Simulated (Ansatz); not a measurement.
# C₃H₅NO₂: up Jacob's ladder to CCSD(T)

One table from this session's results is given with a row withheld; the runs are named, their logs left out.

The runs use Ansatz 0.2.0, Gaussian basis; functionals in def2-TZVPP, the program's frozen cores in correlated methods.

Levels to be run: LDA (SPW92), PBE-D4, revPBE-D4, BLYP-D4, r2SCAN-D4, B97M-V, PBE0-D4, B3LYP-D4, r2SCANh-D4, r2SCAN0-D4, HSE06-D4, BHLYP-D4, CAM-B3LYP-D4, LC-ωPBE, ωB97X-V, ωB97M-V, B2PLYP, PBE-QIDH; CCSD(T)/def2-SVP; CCSD(T)/def2-TZVPP; MP2/def2-QZVPP; extrapolation to the limit; RPA on PBE.

## The geometry

An earlier PBE0-D4 in a triple-zeta def2 set relaxation fixed the geometry.

11 atoms, charge 0, spin multiplicity 1.

Atoms are counted from 1 here; the program's logs count them from 0.

Bond lengths: C1–C2 1.480 Å, C1–H7 1.094 Å, C1–H8 1.089 Å, C1–H9 1.095 Å, C2–N3 1.266 Å, C2–H10 1.097 Å, N3–C4 1.397 Å, C4–O5 1.203 Å, C4–O6 1.338 Å, O6–H11 0.966 Å. Angles: C2–C1–H7 110.0°, C2–C1–H8 111.0°, C2–C1–H9 109.6°, H7–C1–H8 109.8°, H7–C1–H9 106.4°, H8–C1–H9 109.9°, C1–C2–N3 122.1°, C1–C2–H10 117.3°, N3–C2–H10 120.6°, C2–N3–C4 116.5°, N3–C4–O5 126.2°, N3–C4–O6 110.1°, O5–C4–O6 123.6°, C4–O6–H11 106.2°.

Coordinates:

```xyz
11
C3H5NO2
C     1.2144   -0.6340    1.4528
C     0.5870   -0.0700    0.2370
N    -0.6510   -0.1937    0.0003
C    -1.1062    0.3169   -1.2178
O    -0.5711    0.1869   -2.2879
O    -2.2776    0.9396   -1.0464
H     1.6767    0.1649    2.0409
H     0.4816   -1.1616    2.0610
H     2.0222   -1.3154    1.1674
H     1.2400    0.4629   -0.4658
H    -2.5505    1.2466   -1.9208
```

Set-up of the first run:

in.yaml reads:

```yaml
crystal:
  periodic: [false, false, false]
  atoms:
    - {symbol: C, position_ang: [1.214394, -0.634010, 1.452822]}
    - {symbol: C, position_ang: [0.587042, -0.070045, 0.237004]}
    - {symbol: N, position_ang: [-0.650956, -0.193708, 0.000254]}
    - {symbol: C, position_ang: [-1.106221, 0.316915, -1.217818]}
    - {symbol: O, position_ang: [-0.571146, 0.186912, -2.287946]}
    - {symbol: O, position_ang: [-2.277640, 0.939570, -1.046356]}
    - {symbol: H, position_ang: [1.676734, 0.164852, 2.040889]}
    - {symbol: H, position_ang: [0.481606, -1.161583, 2.060971]}
    - {symbol: H, position_ang: [2.022201, -1.315419, 1.167392]}
    - {symbol: H, position_ang: [1.239971, 0.462932, -0.465760]}
    - {symbol: H, position_ang: [-2.550486, 1.246585, -1.920754]}
basis:
  gaussian: {orbitals: def2-TZVPP}
hamiltonian: {xc: lda}
output: {orbitals: {seedname: orbitals}}
```

Among the steps run: LDA; PBE-D4 (GGA); revPBE-D4 (GGA); BLYP-D4 (GGA); r2SCAN-D4 (meta-GGA); B97M-V (meta-GGA); PBE0-D4 (hybrid); B3LYP-D4 (hybrid); r2SCANh-D4 (hybrid); r2SCAN0-D4 (hybrid); HSE06-D4 (hybrid); BHLYP-D4 (hybrid); CAM-B3LYP-D4 (range-separated); LC-ωPBE (range-separated); ωB97X-V (range-separated); ωB97M-V (range-separated); B2PLYP (double hybrid); PBE-QIDH (double hybrid).

One of the session's tables, all rows but one given; the rest of the session is left out.

It belongs to the step «Frontier levels by functional». 

| functional | HOMO (eV) | gap (eV) |
| --- | --- | --- |
| LDA (SPW92) | -6.33 | 3.74 |
| PBE-D4 | -6.14 | 3.81 |
| revPBE-D4 | -6.06 | 3.83 |
| BLYP-D4 | -6.07 | 3.85 |
| r2SCAN-D4 | -6.45 | 4.30 |
| B97M-V | ? | ? |
| PBE0-D4 | -7.73 | 6.45 |
| B3LYP-D4 | -7.50 | 5.97 |
| r2SCANh-D4 | -7.05 | 5.29 |
| r2SCAN0-D4 | -7.96 | 6.78 |
| HSE06-D4 | -7.32 | 5.66 |
| BHLYP-D4 | -9.29 | 9.19 |
| CAM-B3LYP-D4 | -9.23 | 9.13 |
| LC-ωPBE | -10.54 | 11.66 |
| ωB97X-V | -10.21 | 11.26 |
| ωB97M-V | -10.15 | 11.12 |

Q: Estimate the row for B97M-V from the others.

**Answer.** HOMO (eV): -6.59; gap (eV): 4.56. In the column «HOMO (eV)» it lies between r2SCANh-D4 (-7.05) and r2SCAN-D4 (-6.45).
